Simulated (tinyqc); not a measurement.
RKS/LDA (VWN5) in the sto-6g basis, for H2O, spin multiplicity 1, step by step. One step of it, computed by the program tinyqc.

Question. Orthogonalisation. S = U s U^T; symmetric (Loewdin) form X = U s^(-1/2) U^T, so that X^T S X = 1.

overlap S:
```
           1O 1s     1O 2s    1O 2px     1O 2py    1O 2pz     2H 1s      3H 1s
1O 1s   1.000000  0.231145  0.000000   0.000000  0.000000  0.029402   0.029402
1O 2s   0.231145  1.000000  0.000000   0.000000  0.000000  0.316626   0.316626
1O 2px  0.000000  0.000000  1.000000   0.000000  0.000000  0.000000   0.000000
1O 2py  0.000000  0.000000  0.000000   1.000000  0.000000  0.220419  -0.220419
1O 2pz  0.000000  0.000000  0.000000   0.000000  1.000000  0.188191   0.188191
2H 1s   0.029402  0.316626  0.000000   0.220419  0.188191  1.000000   0.146375
3H 1s   0.029402  0.316626  0.000000  -0.220419  0.188191  0.146375   1.000000
```

Give: eigenvalues of S; X.

Answer.

eigenvalues of S: 0.5126  0.6066  0.8857  1.0000  1.1058  1.2470  1.6423

X:
```
          1O 1s    1O 2s  1O 2px   1O 2py   1O 2pz    2H 1s    3H 1s
1O 1s    1.0219  -0.1286  0.0000   0.0000  -0.0052   0.0148   0.0148
1O 2s   -0.1286   1.1064  0.0000   0.0000   0.0497  -0.1724  -0.1724
1O 2px   0.0000   0.0000  1.0000   0.0000   0.0000   0.0000   0.0000
1O 2py   0.0000   0.0000  0.0000   1.0453   0.0000  -0.1337   0.1337
1O 2pz  -0.0052   0.0497  0.0000   0.0000   1.0289  -0.1006  -0.1006
2H 1s    0.0148  -0.1724  0.0000  -0.1337  -0.1006   1.0838  -0.0503
3H 1s    0.0148  -0.1724  0.0000   0.1337  -0.1006  -0.0503   1.0838
```
